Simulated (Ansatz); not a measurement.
# C₂H₃FO: taking an electron away

How much energy removes an electron from C₂H₃FO at fixed geometry? The cation is run at each level and the neutral's energy taken from earlier runs.

The runs use Ansatz 0.2.0, Gaussian basis; unrestricted cation, the program's frozen cores in correlated methods.

The runs, in order: UKS PBE-D4/def2-TZVPP; UKS r2SCAN-D4/def2-TZVPP; UKS PBE0-D4/def2-TZVPP; UKS B3LYP-D4/def2-TZVPP; UKS wB97X-V/def2-TZVPP; UKS wB97M-V/def2-TZVPP; UKS B2PLYP/def2-TZVPP; UHF-CCSD(T)/def2-TZVPP; UHF-CCSD(T)/def2-QZVPP; extrapolation to the limit; then −ε(HOMO) from the neutral's earlier runs with LDA (SPW92), PBE-D4, revPBE-D4, BLYP-D4, r2SCAN-D4, B97M-V, PBE0-D4, B3LYP-D4, r2SCANh-D4, r2SCAN0-D4, HSE06-D4, BHLYP-D4, CAM-B3LYP-D4, LC-ωPBE, ωB97X-V, ωB97M-V.

## 1. The relaxed structure

All runs share one geometry, relaxed beforehand with PBE0-D4/def2-TZVP.

SMILES `FC1CO1`, 7 atoms, charge 0, spin multiplicity 1.

Atoms are counted from 1 here; the program's logs count them from 0.

Bond lengths: F1–C2 1.351 Å, C2–C3 1.449 Å, C2–O4 1.374 Å, C2–H5 1.087 Å, C3–O4 1.439 Å, C3–H6 1.086 Å, C3–H7 1.086 Å. Angles: F1–C2–C3 118.9°, F1–C2–O4 115.5°, F1–C2–H5 110.6°, C3–C2–O4 61.2°, C3–C2–H5 124.3°, O4–C2–H5 117.4°, C2–C3–O4 56.8°, C2–C3–H6 120.8°, C2–C3–H7 118.0°, O4–C3–H6 115.4°, O4–C3–H7 114.6°, H6–C3–H7 116.8°, C2–O4–C3 62.0°.

## 2. Cation, UKS PBE-D4/def2-TZVPP

Input file in.yaml:

```yaml
crystal:
  periodic: [false, false, false]
  atoms:
    - {symbol: F, position_ang: [-1.230105, -1.269681, -0.057091]}
    - {symbol: C, position_ang: [-0.627821, -0.077476, -0.262021]}
    - {symbol: C, position_ang: [0.671386, 0.163607, 0.333374]}
    - {symbol: O, position_ang: [0.484927, -0.107938, -1.067736]}
    - {symbol: H, position_ang: [-1.365992, 0.696013, -0.456997]}
    - {symbol: H, position_ang: [0.995689, 1.172177, 0.572517]}
    - {symbol: H, position_ang: [1.133116, -0.644702, 0.892153]}
basis:
  gaussian: {orbitals: def2-TZVPP}
total_charge: 1
magnetization: {spin_polarized: true, initial_magnetization: 1}
hamiltonian: {xc: pbe, dispersion: d4}
```

Command:

```
$ ansatz run in.yaml --threads 2 --pin off --events-out ev --progress --plain --max-ram 32768MiB --backend cpu
```

The runs that follow: Cation, UKS r2SCAN-D4/def2-TZVPP; Cation, UKS PBE0-D4/def2-TZVPP; Cation, UKS B3LYP-D4/def2-TZVPP; Cation, UKS wB97X-V/def2-TZVPP; Cation, UKS wB97M-V/def2-TZVPP; Cation, UKS B2PLYP (frozen core)/def2-TZVPP; Cation, UHF-CCSD(T)/def2-TZVPP; Cation, UHF-CCSD(T)/def2-QZVPP.

**Question.** What will the summary of the whole plan be? Wanted: ionisation energy, CCSD(T)/CBS; nearest functional by difference; nearest −ε(HOMO); −ε(HOMO) of PBE; T1 of the cation.

The runs gave:

| quantity | value |
| --- | --- |
| ionisation energy, CCSD(T)/CBS | 11.68 eV |
| nearest functional by difference | B2PLYP (-0.20 eV) |
| nearest −ε(HOMO) | LC-ωPBE (-0.15 eV) |
| −ε(HOMO) of PBE | 7.01 eV |
| T1 of the cation | 0.040 |

In words: Energy differences with functionals land within 0.67 eV of the reference. The PBE orbital energy is 4.7 eV too small: a semilocal HOMO is no ionisation energy. Among orbital estimates LC-ωPBE comes nearest. Hartree-Fock falls 1.53 eV short, as the neutral has more correlation energy than the cation. The cation's T1 (from the report) is 0.040, near the customary mark of 0.045 for open shells, so the coupled-cluster value is less safe.
